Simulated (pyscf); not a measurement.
PySCF, gas phase, ωB97X-D3(BJ)/def2-SVP geometries.

Estimate by transition-state theory the rate constant of H₃Ge–S–SbH₂ (SMILES [GeH3][S][SbH2]) + H• (SMILES [H]) → HS–GeH₃ (SMILES [SH][GeH3]) + SbH₂• (SMILES [SbH2]) (doublet surface; S–Sb broken, H–S formed) at 900 K, with ωB97M-D3(BJ)/def2-TZVP energies (ideal gas, 1 atm, RRHO with modes under 100 cm⁻¹ raised to 100, one conformer, R ln 2 for chiral ones without a mode under 150 cm⁻¹; no tunnelling).

The electronic barrier is 1.3 kcal/mol and the thermal terms add +19.9, so ΔG‡ = 21.2 kcal/mol. With k_BT/h = 1.88e+13 s⁻¹ and RT = 1.788 kcal/mol, and a volume of 1.23e-19 cm³ per molecule at 1 atm, k = 1.6e-11 cm³ molecule⁻¹ s⁻¹. Wigner's tunnelling factor for 645i cm⁻¹ would be 1.04. A shift of 1 kcal/mol in the barrier changes k by a factor 1.7. One saddle was located; it need not be the lowest between these sides. The angle at the attacked S is 166°. Elements up to Kr have no core potential and no relativistic terms here. Elements past Kr carry the def2 core potentials, without spin-orbit coupling.
